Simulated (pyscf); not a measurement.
# Hydrogen abstraction: HO–Si:–OH [singlet] + H atom (H•) → [O=Si–OH]• + hydrogen (H₂)

Gas phase, doublet surface, charge 0. Bonds broken: O1–H4. Bonds formed: H4–H6. Structures and frequencies: ωB97X-D3(BJ)/def2-SVP in PySCF.

Transition state (Å):

```xyz
6

O     -1.4974     0.9752     0.5846
Si    -1.5812    -0.4977     1.3004
O     -0.8945    -1.5987     0.2663
H     -0.9960     1.0933    -0.5089
H     -0.5456    -1.2816    -0.5793
H     -0.5882     1.0431    -1.3454
```

One imaginary mode, 1764i cm⁻¹; descent along it reached the two sides named.

```
bond   change  reactant side (Å)  saddle  product side
-----  ------  -----------------  ------  ------------
O1–H4  breaks              0.965   1.209         2.450
H4–H6   forms                2.9   0.932         0.763
```

Electronic energies relative to the separated reactants (eV):

| level | barrier | reaction energy | reverse barrier |
|---|---|---|---|
| ωB97X-D3(BJ)/def2-TZVP | 0.60 | -0.30 | 0.90 |
| PBE/def2-TZVP | 0.10 | -0.52 | 0.62 |
| r²SCAN/def2-TZVP | 0.13 | -0.63 | 0.76 |
| B3LYP-D3(BJ)/def2-TZVP | 0.19 | -0.50 | 0.70 |
| PBE0-D3(BJ)/def2-TZVP | 0.39 | -0.31 | 0.71 |
| M06-2X/def2-TZVP | 0.63 | -0.29 | 0.92 |
| ωB97M-D3(BJ)/def2-TZVP | 0.59 | -0.22 | 0.81 |
| HF/def2-TZVP | 1.27 | +0.13 | 1.14 |

With ωB97M-D3(BJ)/def2-TZVP energies and thermal terms (ideal gas, 1 atm, RRHO with modes under 100 cm⁻¹ raised to 100, one conformer, R ln 2 for chiral ones without a mode under 150 cm⁻¹), in eV:

```
T (K)   ΔH‡   ΔG‡     ΔH     ΔG
-----  ----  ----  -----  -----
298    0.48  0.77  -0.24  -0.30
600    0.46  1.07  -0.26  -0.35
900    0.45  1.38  -0.28  -0.39
1200   0.44  1.69  -0.30  -0.43
```

This is the saddle that the search found; another between the same sides may lie lower. The angle at the transferred H is 171°.
